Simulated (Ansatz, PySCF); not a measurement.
Isomers of C2H7N: 1 is CCN, 2 is CNC; one conformer of each (the lowest of an xTB search), B3LYP-D3(BJ)/def2-TZVP minima.
Isomer 1 (charge 0, multiplicity 1):
```xyz
10

C     -1.0447    -0.1000     0.2543
C      0.3073    -0.4442    -0.3692
N      1.3880     0.5057    -0.1062
H     -1.4075     0.8644    -0.1106
H     -0.9670    -0.0381     1.3429
H     -1.7980    -0.8550     0.0138
H      0.2002    -0.5320    -1.4535
H      0.6356    -1.4253    -0.0160
H      1.1403     1.4283    -0.4470
H      1.5459     0.5963     0.8915
```
Isomer 2 (charge 0, multiplicity 1, Z-matrix in Å and degrees):
```
N
H 1 1.0122
C 1 1.4533 2 109.86
H 3 1.0907 1 109.81 2 53.58
H 3 1.0928 4 107.72 1 -119.04
H 3 1.1028 4 108.38 5 -115.97
C 1 1.4533 2 109.86 3 -124.94
H 7 1.0907 1 109.81 2 -53.58
H 7 1.0928 8 107.72 1 119.04
H 7 1.1028 8 108.38 9 115.97
```

No zero-point or thermal terms.

Frozen-core correlation. Rows in 6-31G* carry no dispersion term and start afresh at each structure (6-31G* with six Cartesian d functions). MP2/6-31G* freezes PySCF's default core.

Programs: Ansatz (Gaussian orbitals); PySCF for 6-31G* rows, the dispersion terms. Each number belongs to the level named beside it.

Estimate the electronic energy of isomer 2 less that of isomer 1 that revPBE/def2-TZVPP returns for this input.

7.6 kcal/mol

Ansatz is an electronic-structure program.
